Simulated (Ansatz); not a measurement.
Born–Oppenheimer molecular dynamics of CH2Li (4 atoms, charge -1, multiplicity 1). It starts from a relaxed structure.

These are results of RKS PBE0-D4/STO-3G (Ansatz), not measurements.

```json
{
 "ensemble": "NVE (velocity Verlet)",
 "time step": "0.5 fs",
 "steps asked": "300",
 "starting velocities drawn for": "200 K",
 "seed": "74121"
}
```

Frames 2.5 fs apart, positions in Å, forces in eV/Å.

Velocities at 115.0 fs (Å/ps):

```
Li 2.98 -1.69 0.91
C -1.05 -0.85 0.33
H -12.33 6.61 -8.40
H 4.40 15.13 -1.77
```

```xyz
4
Properties=species:S:1:pos:R:3:forces:R:3 time_fs=115.0 energy_less_start_eV=0.019 T=127
Li -1.395 0.783 -0.545 0.35 -0.14 0.13
C 0.104 -0.046 0.029 -0.24 0.77 -0.11
H 0.158 -1.132 0.154 0.20 -0.36 0.11
H 1.058 0.365 0.432 -0.31 -0.26 -0.12
4
Properties=species:S:1:pos:R:3:forces:R:3 time_fs=117.5 energy_less_start_eV=0.033 T=74
Li -1.386 0.778 -0.542 0.17 -0.04 0.05
C 0.101 -0.045 0.030 -0.12 1.04 -0.08
H 0.136 -1.130 0.138 0.41 -0.42 0.20
H 1.055 0.390 0.422 -0.46 -0.58 -0.17
4
Properties=species:S:1:pos:R:3:forces:R:3 time_fs=120.0 energy_less_start_eV=0.027 T=96
Li -1.376 0.773 -0.539 -0.03 0.05 -0.03
C 0.097 -0.040 0.030 -0.83 -0.32 -0.27
H 0.137 -1.149 0.132 0.38 0.46 0.11
H 1.030 0.384 0.404 0.48 -0.19 0.20
4
Properties=species:S:1:pos:R:3:forces:R:3 time_fs=122.5 energy_less_start_eV=0.017 T=134
Li -1.366 0.768 -0.536 -0.22 0.15 -0.11
C 0.090 -0.036 0.029 -0.62 -0.64 -0.16
H 0.160 -1.145 0.134 0.19 0.42 0.03
H 1.030 0.366 0.396 0.65 0.07 0.24
4
Properties=species:S:1:pos:R:3:forces:R:3 time_fs=125.0 energy_less_start_eV=0.016 T=138
Li -1.358 0.765 -0.534 -0.38 0.25 -0.17
C 0.079 -0.035 0.027 0.80 0.25 0.35
H 0.195 -1.120 0.137 -0.01 -0.46 0.00
H 1.061 0.350 0.400 -0.40 -0.04 -0.18
4
Properties=species:S:1:pos:R:3:forces:R:3 time_fs=127.5 energy_less_start_eV=0.037 T=57
Li -1.353 0.764 -0.534 -0.47 0.29 -0.19
C 0.073 -0.033 0.027 1.36 -0.01 0.54
H 0.228 -1.117 0.139 -0.25 -0.42 -0.09
H 1.073 0.333 0.395 -0.64 0.15 -0.26
4
Properties=species:S:1:pos:R:3:forces:R:3 time_fs=130.0 energy_less_start_eV=0.039 T=51
Li -1.352 0.765 -0.535 -0.46 0.27 -0.18
C 0.072 -0.032 0.029 0.67 -1.15 0.28
H 0.247 -1.137 0.137 -0.44 0.34 -0.17
H 1.053 0.326 0.376 0.23 0.53 0.07
4
Properties=species:S:1:pos:R:3:forces:R:3 time_fs=132.5 energy_less_start_eV=0.022 T=116
Li -1.355 0.769 -0.537 -0.37 0.22 -0.14
C 0.075 -0.036 0.033 0.14 -1.01 0.05
H 0.241 -1.139 0.124 -0.27 0.34 -0.09
H 1.043 0.349 0.360 0.50 0.45 0.18
4
Properties=species:S:1:pos:R:3:forces:R:3 time_fs=135.0 energy_less_start_eV=0.009 T=165
Li -1.362 0.774 -0.541 -0.23 0.14 -0.07
C 0.080 -0.044 0.037 0.43 0.55 0.08
H 0.221 -1.126 0.108 0.16 -0.45 0.08
H 1.057 0.395 0.353 -0.36 -0.25 -0.09
4
Properties=species:S:1:pos:R:3:forces:R:3 time_fs=137.5 energy_less_start_eV=0.023 T=113
Li -1.370 0.781 -0.546 -0.04 0.04 0.00
C 0.086 -0.050 0.042 0.11 0.89 -0.03
H 0.209 -1.134 0.095 0.38 -0.34 0.15
H 1.054 0.428 0.342 -0.45 -0.59 -0.11
4
Properties=species:S:1:pos:R:3:forces:R:3 time_fs=140.0 energy_less_start_eV=0.030 T=85
Li -1.379 0.788 -0.550 0.15 -0.09 0.07
C 0.092 -0.052 0.046 -1.01 -0.29 -0.36
H 0.218 -1.159 0.091 0.32 0.55 0.11
H 1.029 0.430 0.325 0.54 -0.17 0.18
4
Properties=species:S:1:pos:R:3:forces:R:3 time_fs=142.5 energy_less_start_eV=0.025 T=104
Li -1.386 0.794 -0.554 0.32 -0.19 0.14
C 0.093 -0.055 0.049 -1.15 -0.26 -0.39
H 0.246 -1.156 0.094 0.17 0.40 0.06
H 1.033 0.421 0.318 0.66 0.05 0.20
```

Of the whole run (150 fs, mean temperature of the second half 100 K): The conserved energy stayed within 0.12 meV per atom of its start (net change 0.077 meV per atom), so the integration is sound. The temperature averaged 0.50 of the 200 K drawn at the start: a run that starts near a minimum puts about half its kinetic energy into the potential. A run of 0.15 ps of so small a system gives no equilibrium averages. Limits of this set-up: minimal basis, an anion without diffuse functions, the dipole of an ion depends on the origin.

Run time: 4.7 min on 1 thread of Intel(R) Xeon(R) Platinum 8259CL CPU @ 2.50GHz (Skylake/Cascade Lake), with other jobs on the host, peak memory 0.1 GiB.
